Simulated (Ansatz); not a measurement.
Scan of [BH$_{2}$···H···OH], doublet

Starting geometry:

```xyz
6

B    -1.5699    0.0307    0.0000
H    -2.1666    1.0643    0.0000
H    -2.1666   -1.0029    0.0000
H    -0.3764    0.0307    0.0000
O     1.2621    0.0307    0.0000
H     1.5140   -0.9092    0.0000
```

From there H4 is moved from one fragment to the other while all else, the fragments' distance too, stays fixed, so the hump isn't the reaction's barrier; atoms are numbered as listed. Energies are in kcal/mol, counted from the starting geometry at the same level.

Basis cc-pVDZ; Ansatz 0.2.0. Correlated methods freeze the noble-gas cores. R marks a restricted (for open shells ROHF) determinant, U an unrestricted one.

For open shells CISD is restricted-active-space CI with the open shells as a complete middle space.

Full CI isn't at hand for all of this; UCCSDT(Q) serves as the reference, and is uncertain by about the last step of the cluster series.

```csv
distance B1-H4 (Å),CISD
1.110,1.7
1.194,0.0
1.286,2.6
1.379,7.5
1.471,11.4
1.564,9.3
1.657,3.5
1.749,-4.1
1.842,-9.4
```

Problem. Estimate the UCCSDT(Q) curve in cc-pVDZ from this one, knowing how CISD errs.

Solution. The computed UCCSDT(Q) values, in kcal/mol from the starting point, and the error of CISD against them:
```csv
distance B1-H4 (Å),UCCSDT(Q),CISD less UCCSDT(Q)
1.110,2.5,-0.8
1.194,0.0,0.0
1.286,1.4,1.3
1.379,4.3,3.2
1.471,6.0,5.3
1.564,4.6,4.7
1.657,-0.3,3.8
1.749,-6.6,2.5
1.842,-10.7,1.3
```

The error spans 6.1 kcal/mol and is largest, 5.3 kcal/mol, at 1.471 Å.
